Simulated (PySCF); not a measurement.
SiH2, SMILES [SiH2] (connectivity only; charge and spin as stated), neutral, multiplicity 1. Geometry: r2SCAN-D4/def2-TZVPD. The isomer is the one that the SMILES or the coordinates give; other isomers of the formula were not compared.

TDDFT-LC-ωPBE/def2-TZVPD in PySCF 2.14.0 puts the lowest singlet excitations at 2.29, 4.51, 6.67, 6.91, 7.71, 8.27 eV and the lowest triplet (TDA) at 0.91 eV.

### Question
What are the lowest singlet roots from EOM-CCSD/aug-cc-pVDZ (PySCF)? (Estimate from the structure and the level; the computed values follow.)

### Answer
2.47, 4.59, 6.28, 6.53, 6.83, 7.55 eV; triplets 1.21, 4.09, 5.27 eV. S1 differs by 0.18 eV (second minus first; roots are paired by order, and the bases may differ).
